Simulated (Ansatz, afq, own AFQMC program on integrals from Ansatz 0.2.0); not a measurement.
Two steps: Ansatz 0.2.0 writes the Fock matrix and Cholesky factors of the valence space, and afq projects on them the lowest state that overlaps trial and start.

```yaml
crystal:
  periodic: [false, false, false]
  atoms:
    - {symbol: Se, position_ang: [0.000000, 0.000000, 0.000000]}
    - {symbol: Se, position_ang: [0.000000, 0.000000, 2.309600]}
basis:
  gaussian: {orbitals: cc-pVDZ}
total_charge: 1
magnetization: {spin_polarized: true, initial_magnetization: 3}
correlation: {method: ccsd_t, electrons: outside_noble_gas, hamiltonian_folder: ham}
```

```sh
$ ansatz run in.yaml --threads 1 --pin off --events-out ev --progress --plain --max-ram 1843MiB
```

Options of the walk:

```
--method phaseless --trial hf --walkers 120 --populations 1 --least-time 40 --time-step 0.005 --steps-per-block 20 --equilibration-blocks 112 --max-blocks 600 --target-error 0.0012000 --factor-cut 1e-05 --start spin_pure --seed 114 --taylor-order 6
```

Times are imaginary, in 1/Eh. The walk had a cap of 486 s. Filled inner d shells are frozen with the cores.

afq prints:

```
orbitals 26  electrons 7 4  factors 187 of 660
reference energy -4799.30811216 Eh
CCSD correlation -0.19766256 Eh in 10 cycles, weight of the determinant in the CISD state 0.8824
energy of the start -4799.308504 Eh
 block  time / (1/Eh)  mean weight  energy / Eh
     1     0.100  1.0003  -4799.338333
     2     0.200  1.0006  -4799.369308
     3     0.300  1.0002  -4799.393613
     4     0.400  1.0019  -4799.406333
     5     0.500  1.0015  -4799.422411
     8     0.800  1.0011  -4799.448258
    18     1.800  1.0015  -4799.498984
    69     6.900  0.9994  -4799.504049
   120    12.000  1.0009  -4799.530456
   171    17.100  1.0008  -4799.501778
   222    22.200  1.0003  -4799.496885
   273    27.300  0.9998  -4799.513978
   290    29.000  1.0003  -4799.531097
   324    32.400  1.0000  -4799.503257
   358    35.800  0.9996  -4799.471768
   375    37.500  0.9997  -4799.527288
   426    42.600  1.0012  -4799.529277
   477    47.700  1.0003  -4799.489244
   528    52.800  0.9990  -4799.496990
   579    57.900  0.9983  -4799.503358
   630    63.000  0.9988  -4799.498058
   681    68.100  1.0010  -4799.526968
   698    69.800  0.9997  -4799.513808
blocks merged  error / Eh  count
     1  0.000630  600
     2  0.000844  300
     4  0.001124  150
     8  0.001465  75
    16  0.001803  37
    32  0.002030  18
    64  0.002287  9
energy -4799.508278 +/- 0.002030 Eh
(rows thinned)
```

The run passed its tests (sampling time, drift between the halves within three errors, error under three times the target), which doesn't prove that it has relaxed. The second half of the sampling lies above the first by 1.8 errors of their difference, so the energy may still be moving and its error bar be too small.

Against this walk (error 55.2 meV) on the same determinant: CCSD(T) 117.4 meV lower, CCSDT(Q) 163.8 meV lower, a separate phaseless walk with a CISD trial and standard settings 143.0 ± 56.3 meV lower. The error is statistical and leaves out the bias of the constraint.

Cautions: constraint bias not in the error; error above the target (55.2 against 32.7 meV); no relativity below Rb; no spin-orbit coupling; inner d shell frozen; another spin lies lower.

The walk took 2.7 min on 1 thread of Arm Neoverse V1 (shared host). The log's last line is the phaseless energy.

CCSDT and higher add their correlation energy to the determinant of the CCSD(T) run, since their own runs factorise the integrals more tightly (a shift of under 2 meV). A walk keeps the symmetry of its determinant, which the program's search chose and which needn't be the lowest solution, so a lower state of the same spin and another symmetry isn't excluded.
